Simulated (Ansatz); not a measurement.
CH2 (SMILES [CH2]) moved off its minimum; all values from Ansatz (a program for electronic structure), cores frozen in correlated methods. Open shells are unrestricted.
(charge 0, multiplicity 3)
```xyz
3

C      0.01063     0.10083     0.00686
H     -0.98905    -0.30110    -0.04093
H      0.99722    -0.27746    -0.03897
```

Forces at r2SCAN/def2-TZVPP (eV/Å):

```csv
atom,Fx,Fy,Fz
C1,-0.763,0.396,0.048
H2,0.075,-0.051,-0.006
H3,0.688,-0.346,-0.042
```

Question: Give the forces (eV/Å), the total energy and the dipole at CCSD(T)/aug-cc-pVTZ.

Answer: 
```json
[
 {"atom": "C1", "Fx": "-0.762", "Fy": "0.452", "Fz": "0.055"},
 {"atom": "H2", "Fx": "0.064", "Fy": "-0.079", "Fz": "-0.009"},
 {"atom": "H3", "Fx": "0.699", "Fy": "-0.373", "Fz": "-0.045"}
]
```
Energy -39.0797 hartree, dipole 0.57 D.
